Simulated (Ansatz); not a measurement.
in.yaml

```yaml
crystal:
  periodic: [false, false, false]
  atoms:
    - {symbol: P, position_ang: [0.039991, 0.006690, 0.000000]}
    - {symbol: H, position_ang: [0.155941, 0.006690, -1.514668]}
    - {symbol: H, position_ang: [-0.672545, 0.852579, 0.000000]}
    - {symbol: H, position_ang: [-0.868266, -1.071548, 0.000000]}
    - {symbol: H, position_ang: [0.155941, 0.006690, 1.514668]}
basis:
  gaussian: {orbitals: 6-31G}
magnetization: {spin_polarized: true, initial_magnetization: 1}
correlation: {method: ccsdt_q, electrons: outside_noble_gas}
```

```sh
$ ansatz run in.yaml --threads 1 --pin off --events-out ev --progress --plain --max-ram 2393MiB
```

Output:

```
452 factors; integrals over basis functions are off by at most 3.5e-8 eV
mean field evaluation 1: about -9327.4589 eV, gradient 7.4e0 eV
mean field evaluation 2: about -9327.4641 eV, gradient 7.4e0 eV
mean field evaluation 4: about -9328.0603 eV, gradient 7.2e-1 eV
mean field evaluation 8: about -9328.0717 eV, gradient 2.1e-6 eV
mean field evaluation 16: about -9328.0717 eV, gradient 2.4e-6 eV
mean field -9328.07174327 eV, -342.8003137711 hartree, gradient 2.4e-6 eV, S^2 0.781303; 0 other end points of the search recorded, 0 dependent functions left out
5 core orbitals not correlated: weight in the atoms' cores, before any rotation towards them, 1.000 or more for the frozen orbitals, at most 0.000 for the correlated occupied ones
reference -9328.07174327 eV, -342.8003137711 hartree; 5, 4 occupied and 11, 12 virtual orbitals, 452 factors
second order -1.75549386 eV of doubles, -0.00000000 eV of singles
cycle   1  -2.17498487 eV  change   -4.2e-1 eV  update   5.4e-2
cycle   2  -2.41270226 eV  change   -2.4e-1 eV  update   2.5e-2
cycle   3  -2.42794434 eV  change   -1.5e-2 eV  update   6.7e-3
cycle   4  -2.42902560 eV  change   -1.1e-3 eV  update   1.8e-3
cycle   5  -2.42864528 eV  change    3.8e-4 eV  update   5.7e-4
cycle   6  -2.42876349 eV  change   -1.2e-4 eV  update   2.5e-4
cycle   7  -2.42885461 eV  change   -9.1e-5 eV  update   1.0e-4
cycle   8  -2.42881956 eV  change    3.5e-5 eV  update   4.3e-5
cycle   9  -2.42881465 eV  change    4.9e-6 eV  update   1.6e-5
cycle  10  -2.42882031 eV  change   -5.7e-6 eV  update   7.1e-6
cycle  11  -2.42882132 eV  change   -1.0e-6 eV  update   2.9e-6
cycle  12  -2.42882040 eV  change    9.2e-7 eV  update   1.0e-6
perturbative correction -0.00121262 eV, -0.0000445630 hartree
Total energy: -9330.50177630 eV, -342.8896158376 hartree
```

For the same geometry and basis full CI lies 0.2 meV lower.

Ran on 1 thread of Intel Xeon Platinum 8488C, shared host: 1.9 s wall, 0.12 GiB peak host memory.
